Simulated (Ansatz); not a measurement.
All numbers were calculated with Ansatz.

A structure relaxed at PBE0-D4/def2-TZVP, charge 0, multiplicity 1:

```csv
atom,x (Å),y (Å),z (Å)
C1,0.257,1.216,-0.974
C2,-0.560,0.738,0.210
N3,-0.725,-0.710,0.224
C4,0.416,-1.488,0.440
F5,1.027,-1.259,1.692
H6,-0.171,0.853,-1.911
H7,0.275,2.307,-1.000
H8,1.295,0.878,-0.918
H9,-1.562,1.169,0.149
H10,-0.110,1.106,1.142
H11,-1.482,-0.989,0.832
H12,1.184,-1.272,-0.305
H13,0.155,-2.548,0.419
```

Task: Give its formula and SMILES.

Result: C3H8FN, `CCNCF`.

Task: Point group (tolerance 0.08 Å, 0.16 Å for H)?

Result: C1.

Task: Summarise the bond lengths by kind.

Result: 1 × C–C 1.516 Å; 7 × C–H 1.091 to 1.098 Å; 2 × C–N 1.398 to 1.458 Å; 1 × H–N 1.010 Å; 1 × C–F 1.412 Å.
